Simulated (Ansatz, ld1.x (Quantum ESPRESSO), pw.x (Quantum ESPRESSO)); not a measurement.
From atom to crystal: TM potential for tantalum

| Item | Value |
| --- | --- |
| Element | tantalum |
| Generator | ld1.x (Quantum ESPRESSO) 7.5 |
| Type | norm-conserving Troullier–Martins (Kleinman–Bylander form) |
| Functional | PBEsol |
| Relativity | scalar-relativistic |
| Frozen core | [Xe] 4f14 |
| Valence charge | 5 |
| Reference configuration | 5d3 6s2 6p0 |
| Partial waves | 6s (bound): rc 2.30 bohr; 5d (bound): rc 2.05 bohr; 6p (bound, empty): rc 3.30 bohr |
| Local potential | the p channel |
| Core correction | none |

Atomic tests: cutoffs needed: 30 Ry and 35 Ry (the cutoffs (Ry, on a coarse ladder) from which the occupation-weighted sum of valence levels, in a spherical-Bessel basis at the reference potential, stays within 10 and 1 mRy of its value at 400 Ry); ghost test: no extra level below or beside the all-electron valence levels (s, d, p, f tested) (spherical-Bessel basis up to 400 Ry, 20 bohr box); largest excitation error: -139 meV (all-electron minus pseudo) for 5d2 6s0 6p0, out of 7 test configurations.

Crystal test: fcc Ta in pw.x 7.5, no spin, 14³ k-points, Fermi–Dirac smearing 0.01 Ry, cutoffs 45/180 Ry. The reference is all-electron LAPW (Ansatz 0.2.0) with the same functional, mesh and smearing; V0 and B0 come from Birch–Murnaghan fits to the pressures at five volumes. Errors are pseudo minus all-electron; Δ is the rms difference of the E(V) curves that follow from these fits, minima aligned, over ±6 % about the mean V0. Mesh and smearing are coarse, so the numbers serve the comparison and aren't converged zero-temperature values; the lattice is a test structure that the element need not adopt.

```
V (Å³/atom)  P all-electron (GPa)  P pseudo (GPa)
     17.367                 10.42           39.50
     17.824                  4.57           31.25
     18.281                 -0.64           23.91
     18.738                 -5.27           17.35
     19.195                 -9.40           11.50
```

All-electron: a0 = 4.177 Å (V0 = 18.22 Å³/atom), B0 = 198.7 GPa.

Pseudopotential: mean pressure error (GPa): +24.77. The pressure does not cross zero within the volumes sampled, so no fit is given. The largest radius (3.30 bohr) exceeds half the bond length (2.79 bohr), so the spheres overlap, which is one possible source of error among others. This is a poor potential for the solid.

Q: At the middle volume, how do free energy and pressure move when the wave cutoff is lowered (ecutrho kept at four times it)?

A:

```json
{"cutoff (Ry)": "20", "shift of F (meV/atom)": "+812.9", "shift of P (GPa)": "-24.55"}
{"cutoff (Ry)": "27", "shift of F (meV/atom)": "+63.2", "shift of P (GPa)": "-3.55"}
{"cutoff (Ry)": "36", "shift of F (meV/atom)": "+2.3", "shift of P (GPa)": "-0.01"}
```

The run at the middle volume (104 k-points, 6 iterations) took about 5.6 s on one core of a shared host (Neoverse-V1, 32 threads, 247 GiB, load 25).
